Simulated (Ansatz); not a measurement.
CaB6-type LaB₆ was calculated with PBE-D3(BJ) in Ansatz (plane waves, PAW).

Settings: plane-wave cutoff 520 eV, 14×14×14 k mesh, Fermi–Dirac smearing 0.05 eV, scalar-relativistic PAW data made under PBE.

Cell (relaxed at this level):

LaB₆ is taken in the cubic space group Pm-3m (No. 221), Pearson symbol cP7. Conventional cell: a = b = c = 4.123 Å, α = β = γ = 90.00°. La on 1a is coordinated by 24 B at 3.029 Å. B on 6f sees 1 B at 1.645 Å and 4 B at 1.752 Å and 4 La at 3.029 Å. (Neighbours: up to the widest gap in distance over summed covalent radii, below 1.35, at either atom; cation-cation and far metal-metal contacts left out.)

Question: Give the computed bulk modulus B0 and pressure derivative B′ of the bulk modulus.

Answer: 
bulk modulus B0: 181 GPa
pressure derivative B′ of the bulk modulus: 3.7

The run finds no gap.

Measured, for comparison: bulk modulus 164 ± 2 GPa (room temperature, not corrected to a static lattice, isothermal; as tabulated in LaB6 under pressure, Phys. Rev. B 80, 172104 (doi 10.1103/PhysRevB.80.172104)). Computed (rounded) less measured: bulk modulus +10 %.

Note: the bulk modulus comes from volumes at which shape and atoms were relaxed.

Spin–orbit coupling is not included.

The computed numbers hold no vibrational or temperature effects.

It cost about 5 core-minutes (a rough figure) of CPU time.

Ansatz is an electronic-structure program.
